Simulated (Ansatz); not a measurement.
# Pulling the pair apart

The pair of H$_{2}$S (SMILES S, atoms 1–3) and CH$_{2}$O (SMILES C=O, atoms 4–7), both closed shells, in one local arrangement (a lower one may exist), relaxed at PBE0-D4/def2-TZVP:

```
7
angstrom
S -0.5016 0.8023 -2.0386
H -0.2226 -0.3792 -2.6089
H 0.4591 0.6464 -1.1061
C 0.0576 -0.2701 1.4423
O 1.0925 0.0528 0.9310
H 0.0145 -0.6152 2.4930
H -0.8996 -0.2370 0.8874
```

CH$_{2}$O is shifted rigidly along the line between the mean atom positions of the two fragments (negative: closer). Counterpoise interaction energies in kJ/mol. Program: Ansatz 0.2.0. Basis: def2-TZVPPD. Cores are frozen in the correlated methods. B3LYP uses VWN-RPA correlation.

```
shift (Å)  B3LYP-D4  PBE-D4    MP2
    -0.35      -5.6    -9.3   -4.3
    -0.17     -11.1   -13.4   -9.7
     0.00     -12.7   -14.3  -11.5
     0.17     -12.5   -13.6  -11.4
     0.41     -10.7   -11.7  -10.1
     0.86      -7.0    -7.8   -6.9
     1.73      -3.0    -3.4   -3.1
     3.45      -0.9    -0.9   -0.9
```

Q: What does CCSD(T) give at these shifts? (An estimate is asked for; the value comes from the calculation.)

A: By the calculation: -2.0, -8.2, -10.5, -10.8, -9.7, -6.7, -3.0, -0.9 kJ/mol. For zero shift, CCSD(T) at an estimated basis limit (MP2 extrapolated from triple and quadruple zeta, plus CCSD(T) − MP2 in triple zeta) gives -12.4 kJ/mol. These are counterpoise interaction energies, counted from the two frozen fragments.

No T1 diagnostic of these runs exceeds 0.015.

For scale, one of the runs: CCSD(T)/def2-TZVPPD, 196 basis functions, launched by `ansatz run in.yaml --threads 2 --pin off --events-out ev --progress --plain --max-ram 5222MiB`. The run took 48 s on 2 CPU threads (shared host), with 2.4 GiB of host memory at its peak.
